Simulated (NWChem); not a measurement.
Species: CHO cation

```xyz
3

C      0.0000     0.0000    -0.5149
O      0.0000     0.0000     0.5895
H      0.0000     0.0000    -1.6262
```
Atoms are numbered in this order, from 1.

All runs: NWChem. All runs use the structure optimised with PBE0/def2-SVP. Total energies compare along this basis series because the functional is fixed.

| level | basis functions | energy (Ha) | highest occupied level (eV) | orbital gap (eV) |
|---|---|---|---|---|
| B3LYP/3-21G | 20 | -112.9114 | -22.93 | 12.45 |
| B3LYP/pcseg-1 | 33 | -113.5259 | -22.61 | 12.19 |
| B3LYP/aug-pcseg-1 | 55 | -113.5316 | -22.54 | 12.11 |
| B3LYP/pcseg-2 | 74 | -113.5955 | -22.53 | 12.07 |
| B3LYP/def2-TZVPP | 76 | -113.5967 | -22.52 | 12.07 |
| B3LYP/def2-QZVP | 144 | -113.6031 | -22.52 | 12.05 |
